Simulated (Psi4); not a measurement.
Process, species as SMILES: S (H2S) → [SH-] + H+
B3LYP-D3(BJ)/def2-TZVP geometries, fixed; electronic energies without zero-point terms.

Basis-set convergence of the deprotonation energy at HF with Psi4. Cartesian d functions, on some or all atoms, in 6-31+G*, 6-31G**; all else is spherical. Density fitting with the program's default auxiliary sets. Psi4's default fitting sets serve the pcseg sets less well. No added dispersion term, no relativity. Functions are those of the species that has most. Reference: the value in aug-cc-pV(5+d)Z, 357.82 kcal/mol, itself unsure by roughly 0.14 kcal/mol (its mean distance from aug-cc-pV(Q+d)Z, def2-QZVPPD). Deviations are taken from unrounded values.

```
basis              functions  deprotonation energy (kcal/mol)  minus reference (kcal/mol)
-----------------  ---------  -------------------------------  --------------------------
6-31G                     17                           345.85                      -11.96
6-31+G*                   27                           351.97                       -5.85
6-31G**                   29                           362.40                        4.59
6-311G**                  38                           355.54                       -2.27
aug-pcseg-1               45                           354.25                       -3.56
6-311++G(3df,3pd)         83                           357.61                       -0.21
def2-QZVPP               130                           359.59                        1.77
def2-QZVPPD              145                           357.64                       -0.18
aug-pcseg-3              187                           357.69                       -0.13
```

Of the sets listed that have larger relatives (same family, alike in diffuse functions), none stays within 1 kcal/mol of the reference together with them. Inside, with no larger relative to test it: 6-311++G(3df,3pd), def2-QZVPPD, aug-pcseg-3.
